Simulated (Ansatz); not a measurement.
Input file:

```yaml
crystal:
  periodic: [false, false, false]
  atoms:
    - {symbol: Ge, position_ang: [0.000037, -0.400092, 2.236409]}
    - {symbol: N, position_ang: [-0.000257, -0.268272, 0.566288]}
    - {symbol: Ge, position_ang: [0.000028, -0.454839, -1.244511]}
    - {symbol: H, position_ang: [0.000192, 1.123203, -1.558186]}
basis:
  gaussian: {orbitals: 6-31G}
total_charge: 1
magnetization: {spin_polarized: true, initial_magnetization: 1}
correlation: {method: mp2, electrons: outside_noble_gas}
accuracy: high
```

```sh
$ ansatz run in.yaml --threads 1 --pin off --events-out ev --progress --plain --max-ram 2393MiB
```

Log:

```
1191 factors; integrals over basis functions are off by at most 4.5e-9 eV
mean field evaluation 1: about -114405.2104 eV, gradient 5.2e1 eV
mean field evaluation 2: about -114405.3036 eV, gradient 5.2e1 eV
mean field evaluation 4: about -114417.5956 eV, gradient 5.6e0 eV
mean field evaluation 8: about -114417.8599 eV, gradient 2.7e-1 eV
mean field evaluation 16: about -114417.8645 eV, gradient 9.2e-6 eV
mean field evaluation 32: about -114417.6327 eV, gradient 1.3e0 eV
mean field evaluation 64: about -114410.3966 eV, gradient 2.8e1 eV
mean field evaluation 96: about -114411.6011 eV, gradient 6.2e0 eV
mean field evaluation 128: about -114417.8598 eV, gradient 2.9e-1 eV
mean field -114417.86446549 eV, -4204.7789638926 hartree, gradient 1.8e-8 eV, S^2 0.787593; 8 other end points of the search recorded, 0 dependent functions left out
29 core orbitals not correlated: weight in the atoms' cores, before any rotation towards them, 0.990 or more for the frozen orbitals, at most 0.008 for the correlated occupied ones
reference -114417.86446549 eV, -4204.7789638926 hartree; 7, 6 occupied and 33, 34 virtual orbitals, 1191 factors
second order -5.55631947 eV of doubles, -0.00000000 eV of singles
Total energy: -114423.42078496 eV, -4204.9831548670 hartree
```

Ran on 1 thread of Intel Xeon, shared host: 23 s wall, 0.35 GiB peak host memory.
